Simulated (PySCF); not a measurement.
Gas-phase reaction: SiHCl2 = Si + H + Cl2

Method: PySCF energies plus ideal-gas RRHO corrections (1 bar). † marks an energy on the PBE0/def2-TZVP geometry and frequencies; other levels use their own. MP2 and CCSD(T) freeze the core. 6-31G* has spherical d functions here. Open shells (unrestricted): SiHCl2 (multiplicity 2), Si (multiplicity 3, electronic degeneracy 9), H (multiplicity 2); the rest are closed-shell singlets. Spin-orbit splitting is ignored; it lowers the true energy and changes the entropy of Si. SiHCl2: computed as isolated molecules; such fragments, hydroxides, amides, oligomers or adducts are transient or little studied in the gas. MP2 isn't extrapolated to the basis-set limit; its ΔH°(298 K) is 796.0 kJ in def2-SVP and 823.3 kJ in def2-TZVPP. CCSD(T) isn't extrapolated to the basis-set limit; its ΔH°(298 K) is 774.9 kJ in def2-SVP and 803.1 kJ in def2-TZVPP. The harmonic model lacks anharmonicity and excited electronic states, which grow with temperature; levels with a mode under 35 cm⁻¹ are left out.

```csv
level,"ΔE electronic, kJ","ΔH°(298 K), kJ","ΔS°(298 K), J/K","ΔG°(2500 K), kJ"
CCSD(T)/def2-SVP†,792,775,210,229
HF/6-31G*,729,709,211,156
MP2/def2-SVP†,813,796,210,250
PBE/def2-SVP,827,811,209,266
PBE0/def2-TZVP,835,818,210,272
```
ΔH° is lowest at HF/6-31G* and highest at PBE0/def2-TZVP. No reference value is set beside these.
